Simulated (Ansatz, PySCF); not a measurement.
System: BeH, charge 1, multiplicity 1. 
Geometry from a B3LYP-D3(BJ)/def2-TZVP (Ansatz, a program for electronic structure) optimisation:
```xyz
2

Be     0.0000     0.0000    -0.2644
H      0.0000     0.0000     1.0577
```
Charge +1, spin multiplicity 1.

Total electronic energies in hartree. Valence correlation only, unless marked. Spin-orbit coupling is left out. Non-relativistic. CBS(X,Y): correlation extrapolated as X^-3; Hartree-Fock from the larger set.

| level | program | energy (Eh) |
|---|---|---|
| HF/STO-3G | Ansatz | -14.66477 |
| HF/6-31G | Ansatz | -14.84601 |
| HF/def2-TZVPP | Ansatz | -14.85186 |
| HF-D4/def2-TZVPD | PySCF + dftd4 | -14.85292 |
| RI-HF/def2-QZVPP | Ansatz | -14.85381 |
| PBE-D4/def2-TZVPD | Ansatz + dftd4 | ? |
| BP86/def2-TZVPD | PySCF | -14.93875 |
| HSE06/def2-TZVPD | Ansatz | -14.91302 |
| CAM-B3LYP-D3(BJ)/def2-TZVPD | Ansatz + dftd3 | -14.92750 |
| LC-wPBE/def2-TZVPD | Ansatz | -14.92244 |
| MP2/STO-3G | Ansatz | -14.67819 |
| RI-MP2/def2-TZVPP | Ansatz | -14.87972 |
| CCSD(T)/def2-SVPD | Ansatz | -14.86813 |
| CCSD(T)/def2-QZVPP | Ansatz | -14.89312 |
| CCSD(T)/CBS(def2-TZVPPD,def2-QZVPPD) | Ansatz | -14.8947 |

Q: Some entries are withheld; supply them.

A: 
- PBE-D4/def2-TZVPD, energy (Eh): -14.90596
